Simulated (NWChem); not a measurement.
Program: NWChem. System: OS, charge 0, spin multiplicity 3, at a geometry optimised with UB3LYP/def2-SVP. The structure started from a generated list of species. Its SCF solution wasn't tested for a lower state. Level: UMP2/def2-TZVP, 6 core orbitals frozen.

NWChem printed:

```
             Northwest Computational Chemistry Package (NWChem) 7.3.0
             --------------------------------------------------------

                                NWChem Input Module
                                -------------------

 Scaling coordinates for geometry "geometry" by  1.889725989
 (inverse scale =  0.529177249)

 Turning off AUTOSYM since
 SYMMETRY directive was detected!

                             Geometry "geometry" -> ""
                             -------------------------

 Output coordinates in angstroms (scale by  1.889725989 to convert to a.u.)

  No.       Tag          Charge          X              Y              Z
 ---- ---------------- ---------- -------------- -------------- --------------
    1 O                    8.0000     0.00000000     0.00000000     1.00888300
    2 S                   16.0000     0.00000000     0.00000000    -0.50444200

 Effective nuclear repulsion energy (a.u.)      44.7588507901

            Nuclear Dipole moment (a.u.)
            ----------------------------
        X                 Y               Z
 ---------------- ---------------- ----------------
     0.0000000000     0.0000000000    -0.0000151178

      Symmetry information
      --------------------

 Group name             C2v
 Group number             16
 Group order               4
 No. of unique centers     2

      Symmetry unique atoms

     1    2


 Summary of "ao basis" -> "" (spherical)
 ------------------------------------------------------------------------------
       Tag                 Description            Shells   Functions and Types
 ---------------- ------------------------------  ------  ---------------------
 *                         def2-tzvp                  on all atoms

 Summary of "ao basis" -> "ao basis" (spherical)
 ------------------------------------------------------------------------------
       Tag                 Description            Shells   Functions and Types
 ---------------- ------------------------------  ------  ---------------------
 O                         def2-tzvp                11       31   5s3p2d1f
 S                         def2-tzvp                13       37   5s5p2d1f

                                 NWChem SCF Module
                                 -----------------

  ao basis        = "ao basis"
  functions       =    68
  atoms           =     2
  alpha electrons =    13
  beta  electrons =    11
  charge          =   0.00
  wavefunction    = UHF
  use symmetry    = T
  symmetry adapt  = T

 Summary of "ao basis" -> "ao basis" (spherical)
 ------------------------------------------------------------------------------
       Tag                 Description            Shells   Functions and Types
 ---------------- ------------------------------  ------  ---------------------
 O                         def2-tzvp                11       31   5s3p2d1f
 S                         def2-tzvp                13       37   5s5p2d1f

      Symmetry analysis of basis
      --------------------------

        a1         30
        a2          6
        b1         16
        b2         16

 Forming initial guess at       0.0s

   Symmetry analysis of molecular orbitals - initial alpha
   -------------------------------------------------------

  Numbering of irreducible representations:

     1 a1          2 a2          3 b1          4 b2

  Orbital symmetries:

     1 a1          2 a1          3 a1          4 b2          5 b1
     6 a1          7 a1          8 a1          9 b1         10 b2
    11 a1         12 b2         13 b1         14 a1         15 b2
    16 b1         17 a1         18 a2         19 a1         20 a1
    21 b2         22 b1         23 a1

   Symmetry analysis of molecular orbitals - initial beta
   ------------------------------------------------------

  Numbering of irreducible representations:

     1 a1          2 a2          3 b1          4 b2

  Orbital symmetries:

     1 a1          2 a1          3 a1          4 a1          5 b2
     6 b1          7 a1          8 a1          9 a1         10 b2
    11 b1         12 b2         13 b1         14 a1         15 b1
    16 b2         17 a1         18 a2         19 a1         20 a1
[...]
 Vector   14  Occ=0.000000D+00  E= 1.619812D-01  Symmetry=a1
              MO Center= -4.0D-17,  3.7D-17, -6.8D-01, r^2= 3.5D+00
   Bfn.  Coefficient  Atom+Function         Bfn.  Coefficient  Atom+Function
  ----- ------------  ---------------      ----- ------------  ---------------
     5      1.615307  1 O  s                 51     -1.574540  2 S  pz
    36     -1.536450  2 S  s                 14     -0.768197  1 O  pz
    48     -0.307474  2 S  pz                11     -0.221223  1 O  pz
     8     -0.154446  1 O  pz

 center of mass
 --------------
 x =   0.00000000 y =   0.00000000 z =   0.00035212

 moments of inertia (a.u.)
 ------------------
          87.191121647118           0.000000000000           0.000000000000
           0.000000000000          87.191121647118           0.000000000000
           0.000000000000           0.000000000000           0.000000000000

  Mulliken analysis of the total density
  --------------------------------------

    Atom       Charge   Shell Charges
 -----------   ------   -------------------------------------------------------
    1 O    8     8.37   0.79  1.18  0.60  0.98  0.33  1.76  1.92  0.77  0.00  0.03  0.00
    2 S   16    15.63   2.01  0.49  1.48  1.11  0.81  4.17  1.70  0.84  1.99  0.78  0.08  0.14  0.03

  Mulliken analysis of the alpha density
  --------------------------------------

    Atom       Charge   Shell Charges
 -----------   ------   -------------------------------------------------------
    1 O    8     4.57   0.40  0.59  0.32  0.51  0.15  1.12  1.14  0.34  0.00  0.01  0.00
    2 S   16     8.43   1.00  0.24  0.74  0.57  0.40  2.11  0.83  0.54  1.34  0.53  0.04  0.07  0.01

   Mulliken analysis of the beta density
   -------------------------------------

    Atom       Charge   Shell Charges
 -----------   ------   -------------------------------------------------------
    1 O    8     3.80   0.40  0.59  0.28  0.48  0.18  0.64  0.78  0.43  0.00  0.02  0.00
    2 S   16     7.20   1.00  0.24  0.74  0.54  0.42  2.06  0.86  0.30  0.65  0.25  0.04  0.07  0.02

   Mulliken analysis of the spin density
   -------------------------------------

    Atom       Charge   Shell Charges
 -----------   ------   -------------------------------------------------------
    1 O    8     0.76   0.00 -0.00  0.03  0.03 -0.03  0.47  0.36 -0.09 -0.00 -0.01 -0.00
    2 S   16     1.24   0.00  0.00 -0.00  0.03 -0.02  0.04 -0.03  0.24  0.70  0.28  0.01 -0.00 -0.00

       Multipole analysis of the density wrt the origin
       ------------------------------------------------

     L   x y z        total         alpha         beta         nuclear
     -   - - -        -----         -----         ----         -------
     0   0 0 0     -0.000000    -13.000000    -11.000000     24.000000

     1   1 0 0      0.000000     -0.000000      0.000000      0.000000
     1   0 1 0     -0.000000     -0.000000     -0.000000      0.000000
     1   0 0 1     -0.786007     -0.236349     -0.549642     -0.000015

     2   2 0 0    -13.068557     -7.855478     -5.213079      0.000000
     2   1 1 0      0.000000      0.000000      0.000000      0.000000
     2   1 0 1      0.000000     -0.000000      0.000000      0.000000
     2   0 2 0    -13.068557     -7.855478     -5.213079      0.000000
     2   0 1 1     -0.000000     -0.000000     -0.000000      0.000000
     2   0 0 2    -13.690598    -31.739726    -25.568376     43.617504

                   NWChem MP2 Semi-direct Energy/Gradient Module
                   ---------------------------------------------

  Basis functions       =     68
  Molecular orbitals    =     68
  Frozen core           =      6
  Frozen virtuals       =      0
  Active alpha occupied =      7
  Active beta occupied  =      5
  Active alpha virtual  =     55
  Active beta virtual   =     57
  Use MO symmetry       = T
  Use skeleton AO sym   = T

  AO/Fock/Back tols     =   1.0D-09  1.0D-09  1.0D-09

 GA uses MA = F    GA memory limited = T

 Available:
  local mem=  1.26D+08
 global mem=  1.44D+08
 local disk=  0.00D+00
  mp2_memr nvloc                    55
  nvloc new                    55
   1 passes of   7:        4194304                      28675                   3069734.
   1 passes of   7: M    126150524           G      144169952           F     121956220.

 Semi-direct pass number   1 of   1  for UHF alpha       at        0.6s
  vrange nnbf                  2339
  mp2_eaftype                    11  avail_ma_in_mb                  1099
 EAF : mp2_eaftype filesize          11    1534867.
  mp2_eaf for mointskh                     11
Node 0 wrote      7.2 Mb in      0.0 s     Agg I/O rate:  3407.8 Mb/s
 Done moints_semi at        1.3s
  mp2_eaftype                    11  avail_ma_in_mb                  1088
 EAF : mp2_eaftype filesize          11    1534867.
  mp2_eaf for kh                    11
 Done maket at        1.4s
 Done multipass loop at        1.4s

 GA uses MA = F    GA memory limited = T

 Available:
  local mem=  1.26D+08
 global mem=  1.44D+08
 local disk=  0.00D+00
  mp2_memr nvloc                    57
  nvloc new                    57
   1 passes of   5:        4194304                      23677                   2274474.
   1 passes of   5: M    126150524           G      144169952           F     121956220.

 Semi-direct pass number   1 of   1  for UHF beta        at        1.4s
  vrange nnbf                  2339
  mp2_eaftype                    10  avail_ma_in_mb                  1099
 EAF : mp2_eaftype filesize          10    1137237.
  mp2_eaf for mointskh                     10
Node 0 wrote      5.3 Mb in      0.0 s     Agg I/O rate:  3787.9 Mb/s
 Done moints_semi at        2.1s
  mp2_eaftype                    10  avail_ma_in_mb                  1089
 EAF : mp2_eaftype filesize          10    1137237.
  mp2_eaf for kh                    10
 Done maket at        2.1s
 Done multipass loop at        2.1s

          -------------------------------------------
          SCF energy                -472.400776542905
          Correlation energy          -0.374659218393
          Singlet pairs                0.000000000000
          Triplet pairs                0.000000000000
          Total MP2 energy          -472.775435761298
          -------------------------------------------

          ---------------------------------------------------
                    Spin Component Scaled (SCS) MP2
          Same spin pairs                     -0.103792581353
          Same spin scaling factor             0.333333333333
          Opposite spin pairs                 -0.270866637040
          Opposite spin scaling fact.          1.200000000000
          SCS-MP2 correlation energy          -0.359637491566
          Total SCS-MP2 energy              -472.760414034471
          ---------------------------------------------------

 -----------------------
 Performance information
 -----------------------

 Timer overhead =  1.64D-07 seconds/call

               Nr. of calls         CPU time (s)                 Wall time (s)                GFlops
             ---------------    -------------------     ------------------------------   -------------------
Name         Min   Avg   Max    Min     Avg     Max     Min     Avg     Max   Mx/calls   Min     Max     Sum
mp2: moin     2     2     2    1.5     1.5     1.5      1.5     1.5     1.5    0.73      0.0     0.0     0.0
mp2: make     2     2     2   4.73E-2 4.73E-2 4.73E-2  4.73E-2 4.73E-2 4.73E-2 2.37E-2   0.0     0.0     0.0
mp2: tota     1     1     1    1.6     1.6     1.6      1.6     1.6     1.6     1.6      0.0     0.0     0.0

 The average no. of pstat calls per process was 5.00D+00
 with a timing overhead of 8.18D-07s

 Task  times  cpu:        2.1s     wall:        2.1s

 Total times  cpu:        2.1s     wall:        2.1s
```

Problem. Write an NWChem input that would produce this output.

Solution. This is not unique; one that fits is 
```
start mol
memory heap 200 mb stack 900 mb global 1100 mb
geometry units angstroms nocenter noautoz
  O      0.000000     0.000000     1.008883
  S      0.000000     0.000000    -0.504442
  symmetry group C2v
end
basis spherical
  * library def2-tzvp
end
scf
  uhf
  nopen 2
  maxiter 100
  thresh 1e-7
  semidirect memsize 60000000 filesize 0
  # guess.movecs holds the orbitals of an unrestricted PBE0 run
  vectors input guess.movecs output mol.movecs
end
mp2
  freeze core 6
end
task mp2 energy
```
